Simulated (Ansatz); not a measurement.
# LiSiH3: single points off equilibrium

A test off equilibrium: a structure displaced at random from a GFN2-xTB minimum is computed at several levels, and each is set against CCSD(T).

Computed with Ansatz 0.2.0, Gaussian basis. Level: single points in def2-TZVPP.

Correlated methods freeze the cores. The outer core shell of Li, Na, Mg and K is correlated.

## (1) The system as given

SMILES `[Li][SiH3]`, 5 atoms, charge 0, spin multiplicity 1.

Atoms are counted from 1 here; the program's logs count them from 0.

Bond lengths: Li1–Si2 2.381 Å, Si2–H3 1.260 Å, Si2–H4 1.677 Å, Si2–H5 1.628 Å. Angles: Li1–Si2–H3 128.0°, Li1–Si2–H4 113.1°, Li1–Si2–H5 120.8°, H3–Si2–H4 97.2°, H3–Si2–H5 100.7°, H4–Si2–H5 87.8°.

As a file:

| atom | x (Å) | y (Å) | z (Å) |
| --- | --- | --- | --- |
| Li1 | -2.1796 | 0.7389 | 0.5272 |
| Si2 | 0.0158 | 0.0943 | -0.1320 |
| H3 | 0.5052 | 0.0826 | -1.2930 |
| H4 | 0.3822 | -1.4927 | 0.2661 |
| H5 | 1.3155 | 0.5458 | 0.7390 |

## (2) CCSD(T)/def2-TZVPP

The input, run/in.yaml:

```yaml
crystal:
  periodic: [false, false, false]
  atoms:
    - {symbol: Li, position_ang: [-2.179600, 0.738900, 0.527200]}
    - {symbol: Si, position_ang: [0.015800, 0.094300, -0.132000]}
    - {symbol: H, position_ang: [0.505200, 0.082600, -1.293000]}
    - {symbol: H, position_ang: [0.382200, -1.492700, 0.266100]}
    - {symbol: H, position_ang: [1.315500, 0.545800, 0.739000]}
basis:
  gaussian: {orbitals: def2-TZVPP}
correlation: {method: ccsd_t}
output: {forces: true}
```

The command line of these runs was not kept.

## (3) PBE0-D4/def2-TZVPP

Edit run/in.yaml of step 2 so:

```diff
@@ -10,3 +10,3 @@
   gaussian: {orbitals: def2-TZVPP}
-correlation: {method: ccsd_t}
-output: {forces: true}
+hamiltonian: {xc: pbe0, dispersion: d4}
+output: {forces: true, orbitals: {seedname: orbitals}}
```

## (4) wB97M-V/def2-TZVPP

Edit run/in.yaml of step 3 so:

```diff
@@ -10,3 +10,3 @@
   gaussian: {orbitals: def2-TZVPP}
-hamiltonian: {xc: pbe0, dispersion: d4}
-output: {forces: true, orbitals: {seedname: orbitals}}
+hamiltonian: {xc: {name: wB97M-V}}
+output: {forces: true}
```

## (5) r2SCAN-D4/def2-TZVPP

Edit run/in.yaml of step 4 so:

```diff
@@ -10,3 +10,3 @@
   gaussian: {orbitals: def2-TZVPP}
-hamiltonian: {xc: {name: wB97M-V}}
+hamiltonian: {xc: r2scan, dispersion: d4}
 output: {forces: true}
```

## (6) PBE-D4/def2-TZVPP

Edit run/in.yaml of step 5 so:

```diff
@@ -10,3 +10,3 @@
   gaussian: {orbitals: def2-TZVPP}
-hamiltonian: {xc: r2scan, dispersion: d4}
+hamiltonian: {xc: pbe, dispersion: d4}
 output: {forces: true}
```

## (7) r2SCAN0-D4/def2-TZVPP

Edit run/in.yaml of step 6 so:

```diff
@@ -10,3 +10,3 @@
   gaussian: {orbitals: def2-TZVPP}
-hamiltonian: {xc: pbe, dispersion: d4}
+hamiltonian: {xc: {name: r2SCAN0}, dispersion: d4}
 output: {forces: true}
```

## (8) CAM-B3LYP-D4/def2-TZVPP

Edit run/in.yaml of step 7 so:

```diff
@@ -10,3 +10,3 @@
   gaussian: {orbitals: def2-TZVPP}
-hamiltonian: {xc: {name: r2SCAN0}, dispersion: d4}
+hamiltonian: {xc: {name: CAM-B3LYP}, dispersion: d4}
 output: {forces: true}
```

(Steps that only read results are left out.)

**Question.** What will these runs give? Wanted: energy less free atoms, CCSD(T)/def2-TZVPP; RMS force component; RMS force error; HOMO and LUMO, PBE0-D4; T1 diagnostic.

The runs gave:

| quantity | value |
| --- | --- |
| energy less free atoms, CCSD(T)/def2-TZVPP | -247.2 kcal/mol |
| RMS force component | 2.724 to 2.760 eV/Å over the methods |
| RMS force error | PBE0-D4 0.050, wB97M-V 0.058, r2SCAN-D4 0.053, PBE-D4 0.157, r2SCAN0-D4 0.034, CAM-B3LYP-D4 0.058 eV/Å |
| HOMO and LUMO, PBE0-D4 | -5.92 and -1.43 eV |
| T1 diagnostic | 0.014 |

What this shows: Against CCSD(T) the functionals' energies less atoms differ by -8.4 to +0.3 kcal/mol, PBE-D4 by -0.6 kcal/mol. A larger basis would deepen the CCSD(T) value, while the functionals are nearly converged already, so the order here is not reliable. The forces of r2SCAN0-D4 come nearest to CCSD(T), those of PBE-D4 are farthest. Frozen-core CCSD(T) forces in triple zeta carry basis errors of their own, and this is one geometry, so small gaps rank nothing.
